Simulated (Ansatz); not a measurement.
Basis-set extrapolation for CH4FSi (`C[SiH]F`) radical (PBE0-D4/def2-TZVP geometry, frozen core, Ansatz). Multiplicity 2, UHF reference.

|  | def2-TZVPP | def2-QZVPP |
| --- | --- | --- |
| HF | -428.672082 | -428.688421 |
| MP2 correlation | -0.530723 | -0.574720 |
| CCSD(T) correlation | -0.576194 | not run |

Energies in hartree. Use E(X) = E(∞) + A·exp(−7.88·√X) for Hartree–Fock and E(X) = E(∞) + B·X^(−2.97) for correlation, with X = 3 and 4, and add CCSD(T) minus MP2 of the smaller set to the MP2 limit.

What is the CCSD(T) energy at the basis-set limit?

HF limit: -428.688421 + (-0.016339) × 0.13774 = -428.69067. MP2 limit: -0.574720 + (-0.043997) × 0.74074 = -0.60731. Higher-order term: -0.576194 − (-0.530723) = -0.04547. Total: -429.34345 hartree, 249.9 kJ/mol below CCSD(T)/def2-TZVPP.
